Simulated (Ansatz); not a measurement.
Rock-salt ZrC was calculated with r²SCAN-D4 (Ansatz, a first-principles code, PAW).

Run with plane-wave cutoff 560 eV, 20×20×20 k mesh, Fermi–Dirac smearing 0.05 eV, scalar-relativistic PAW data made under PBE.

Cell (relaxed at this level):

```yaml
crystal:
  lattice:
    - [0.00000, 2.35182, 2.35182]
    - [2.35182, 0.00000, 2.35182]
    - [2.35182, 2.35182, 0.00000]
  atoms:
    - { symbol: Zr, position: [0.00000, 0.00000, 0.00000] }
    - { symbol: C, position: [0.50000, 0.50000, 0.50000] }
```

Task: What does this level give for the bulk modulus and pressure derivative B′ of the bulk modulus?

Result: 
bulk modulus: 232 GPa
pressure derivative B′ of the bulk modulus: 4.0

The run finds no gap.

Measured, for comparison: bulk modulus 223 GPa (temperature not stated, not corrected to a static lattice, from single-crystal elastic constants, our sources range from 208 to 223; as tabulated in arXiv:1102.4063). Computed (rounded) less measured: bulk modulus +4 % (+4 % to +12 % over the range). A static lattice is as a rule a little smaller and stiffer than an uncorrected measurement, which narrows the difference in the bulk modulus and would widen misses of the other sign.

The computed numbers hold no vibrational or temperature effects.

The result took roughly 2.2 core-minutes.
